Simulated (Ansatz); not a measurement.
C$_{3}$H$_{4}$S, SMILES `C=C=CS`. The species carries charge 0 and has multiplicity 1. The structure was optimised at the PBE0-D4/def2-TZVP level. It is one conformer, not always the lowest.

```xyz
8

C     0.037   -1.202   -1.008
C     0.294   -0.271   -0.138
C     0.542    0.663    0.731
S    -0.602    1.837    1.371
H    -0.287   -2.192   -0.699
H     0.142   -1.025   -2.075
H     1.539    0.783    1.145
H    -1.666    1.408    0.675
```

Q: What is the dipole moment at PBE/def2-TZVPP? (Estimate.)

A: The calculation gave: 0.91 D, with components (-0.14, -0.66, -0.60) D in this frame, pointing from negative to positive charge.

Q: And with r2SCAN, B3LYP, ωB97M-V? (An estimate is asked.)

A: The calculation gave: r2SCAN 0.98 D, B3LYP 0.94 D, ωB97M-V 1.01 D.

Q: Give the Mulliken charges with PBE, r2SCAN, B3LYP in def2-TZVPP. (An estimate is asked.)

A: Computed: 
| atom | PBE | r2SCAN | B3LYP |
| --- | --- | --- | --- |
| C1 | -0.20 | -0.20 | -0.23 |
| C2 | -0.07 | -0.04 | -0.05 |
| C3 | -0.06 | -0.06 | -0.08 |
| S4 | -0.11 | -0.10 | -0.10 |
| H5 | 0.11 | 0.10 | 0.12 |
| H6 | 0.11 | 0.10 | 0.12 |
| H7 | 0.11 | 0.10 | 0.12 |
| H8 | 0.11 | 0.10 | 0.10 |

B3LYP here is the variant with VWN-RPA as its local correlation; programs differ in this.
